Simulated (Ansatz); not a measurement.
Calculated with Ansatz (gas phase, PBE0-D4/def2-TZVP geometries, no zero-point term in ΔE). CBS: MP2 limit from def2 TZ/QZ plus the TZ coupled-cluster correction, frozen cores. This one scheme is used for every species. DFT in def2-TZVPP. B3LYP here is the variant with VWN-RPA as its local correlation; programs differ in this. Each species was taken in one conformer, which may not be the lowest.

Reaction (formal hydrolysis of a C–F bond): `COC(C)(F)F` + H₂O → `COC(C)(O)F` + H–F

| level | ΔE (kcal/mol) |
| --- | --- |
| r2SCAN-D4 | 1.1 |
| PBE0-D4 | 0.1 |
| B3LYP-D4 | 0.7 |
| ωB97M-V | 0.5 |
| PBE0 | 0.6 |
| CCSD/def2-TZVPP | -0.2 |
| SCS-MP2/def2-QZVPP | -0.5 |
| MP2/CBS(def2) | -1.4 |

Task: What does CCSD(T)/CBS give? (Estimate.)

Result: Ansatz gave: -0.5 kcal/mol. The listed levels differ from it by 1.6, 0.6, 1.2, 1.0, 1.1, 0.3, 0.0, -0.9 kcal/mol.

Largest T1 diagnostic among the species: 0.011.

In def2-TZVPP, CCSD(T) changes the Hartree–Fock value by −2.7 kcal/mol (the triples alone add −0.3 kcal/mol) and MP2 by −3.6 kcal/mol. The D4 term adds −0.9 kcal/mol with B3LYP and −0.5 kcal/mol with PBE0; it sums over pairs of atoms, weighted by their polarisabilities, and B3LYP, whose exchange is more repulsive, gets the larger term.
